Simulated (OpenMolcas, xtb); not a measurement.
## A ladder of methods for BH2O (SMILES [BH]O)

BH2O: 4 atoms, total charge 0, spin state doublet. SMILES: `[BH]O`. The shape is that of a PBE0-D4/def2-TZVP optimisation.

```xyz
4

B    -0.0061   -0.4855    0.3883
O     0.1197    0.5445   -0.4486
H    -1.0642   -1.0324    0.5403
H     1.0061    0.9132   -0.5003
```

Quantity: the dipole moment, in D. The values are calculated.

```csv
level,kind,program,value (D),CPU time
GFN1-xTB,semi-empirical,xtb,2.06,under 2 s
UHF/cc-pVTZ,Hartree–Fock,OpenMolcas,1.37,11 s
USVWN5/cc-pVTZ,LDA,OpenMolcas,1.54,24 s
U-revPBE/cc-pVTZ,GGA,OpenMolcas,1.53,35 s
U-r2SCAN/cc-pVTZ,meta-GGA,OpenMolcas,1.50,45 s
UBHLYP/cc-pVTZ,global hybrid,OpenMolcas,1.40,36 s
UPBE0/cc-pVTZ,global hybrid,OpenMolcas,1.45,35 s
```

The values span 1.37 to 2.06 D. Magnitudes only. Times are those of the runs behind each value, whatever else they computed, on shared processors of several kinds: orders of magnitude only.
